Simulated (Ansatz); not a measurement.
I need vertical and adiabatic energies of changing the electron count of HNaO, SMILES [OH][Na]. Use Ansatz 0.2.0, Python API. Level of theory (for the species named): r2SCAN, cc-pVDZ basis, multiplicity 1, D3BJ dispersion.

The script reads `hnao.xyz`:
```text
3

O    -0.35250   -0.53170   -0.25900
Na    1.27210    0.11480    0.71150
H    -0.93060    0.35200   -0.46570
```

Script `adiabatic.py`:
```python
import itertools
import logging
import sys

import ansatz as az
from ase.data import atomic_numbers, covalent_radii
import numpy as np

logging.basicConfig(stream=sys.stdout, format="%(levelname)s %(message)s")
logger = logging.getLogger("ansatz_job")
logger.setLevel(logging.INFO)

mol = az.Crystal.molecule_from_extxyz("hnao.xyz")

model = (
    mol.calculation()
    .basis(gaussian="cc-pVDZ")
    .functional("r2SCAN", dispersion="d3bj")
)
symbols = [site.symbol for site in mol.cartesian_sites]
start = np.array([site.position_ang for site in mol.cartesian_sites], dtype=float)
data = model.relax(force_tolerance=0.01, max_steps=100).run().report
end = np.array(data["positions_ang"])

minimum = az.Crystal.molecule()
for symbol, place in zip(symbols, end):
    minimum = minimum.atom(symbol, place.tolist())
ion = (
    minimum.calculation()
    .basis(gaussian="cc-pVDZ")
    .functional("r2SCAN", dispersion="d3bj")
    .charge(1)
    .spin("collinear", total=1)
)
vertical = ion.run().report
settled = ion.relax(force_tolerance=0.01, max_steps=80).run().report
logger.info(f"vertical ionisation energy   {vertical['free_energy_ev'] - data['free_energy_ev']:.3f} eV")
logger.info(f"adiabatic, no zero point     {settled['free_energy_ev'] - data['free_energy_ev']:.3f} eV")
logger.info(f"relaxation energy of the ion {vertical['free_energy_ev'] - settled['free_energy_ev']:.3f} eV")
ionised = np.array(settled["positions_ang"])
radius = [covalent_radii[atomic_numbers[s]] for s in symbols]
span = lambda where, i, j: np.linalg.norm(where[i] - where[j])
bonded = [(i, j) for i, j in itertools.combinations(range(len(symbols)), 2) if min(span(end, i, j), span(ionised, i, j)) < 1.2 * (radius[i] + radius[j])]
logger.info("pair        before    after (A)")
for i, j in bonded:
    print(f"{symbols[i]}{i}-{symbols[j]}{j}".ljust(10), f"{span(end, i, j):8.4f} {span(ionised, i, j):8.4f}")
```

```console
$ python adiabatic.py
DeckWarning: the engine holds no damping parameters fitted to this dispersion correction and functional, so the run takes those fitted to r2scan beside the three-body term, which d3bj leaves out (hamiltonian.dispersion, under Limitations)
INFO vertical ionisation energy   7.693 eV
INFO adiabatic, no zero point     7.384 eV
INFO relaxation energy of the ion 0.309 eV
INFO pair        before    after (A)
O0-Na1       1.9182   2.2553
O0-H2        0.9615   0.9830
```
(Warnings from the package without file and line.)

The settings weren't tested for convergence. The energies are electronic: no zero-point or thermal terms, and the basis set is short of its limit. The product may relax into another structure. The relaxation finds the nearest minimum, so the adiabatic value is an upper bound. A dispersion term here runs with damping parameters fitted for another variant or functional. The whole script took 90 s on 1 thread of Arm Neoverse V1 (shared host), peak memory 0.23 GiB.
